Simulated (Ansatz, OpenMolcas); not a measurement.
A ladder of methods for SiO (SMILES O=[Si])

SiO: 2 atoms, total charge 0, spin state singlet. SMILES: `O=[Si]`. Geometry: relaxed at PBE0-D4/def2-TZVP.

```xyz
2

O    -0.6407    0.2315   -0.3240
Si    0.6407   -0.2315    0.3240
```

Quantity: the energy change with the O1–Si2 bond stretched from 1.509 to 3.017 Å, in eV. The values are calculated.

```csv
level,kind,program,value (eV),less FCI/STO-3G,CPU time (all runs)
HF/STO-3G (restricted),Hartree–Fock,OpenMolcas,9.15,+2.21,3.3 s
SVWN5/STO-3G (restricted),LDA,Ansatz,10.29,+3.35,1.5 s
PBE/STO-3G (restricted),GGA,Ansatz,9.77,+2.83,2.4 s
revPBE/STO-3G (restricted),GGA,Ansatz,9.58,+2.64,2.4 s
r2SCAN/STO-3G (restricted),meta-GGA,Ansatz,10.57,+3.63,7.1 s
RPA@PBE/STO-3G (restricted),RPA,Ansatz,7.19,+0.25,3.7 s
CCSD(T)/STO-3G (unrestricted),coupled cluster or CI,Ansatz,7.05,+0.11,1.1 s
FCI/STO-3G,exact in the basis,Ansatz,6.94,0.00,1.1 s
```

FCI/STO-3G is exact within its basis and frozen core, so for wave-function methods in that basis the difference is their error; functionals converge differently with the basis, so for them it is only a difference. Spin-restricted single references rise too steeply as a bond breaks. Perturbation and coupled-cluster corrections on them can overshoot downwards. The first shape isn't each level's own minimum. The values span 6.94 to 10.57 eV. Spin contamination of the reference (⟨S²⟩ at least 0.1 too high) touches CCSD(T)/STO-3G. All rows use very small basis sets, so even the best lies far from the true value. CPU times are rough (shared hosts, several kinds of processor): they show what a rung costs within a factor of a few.
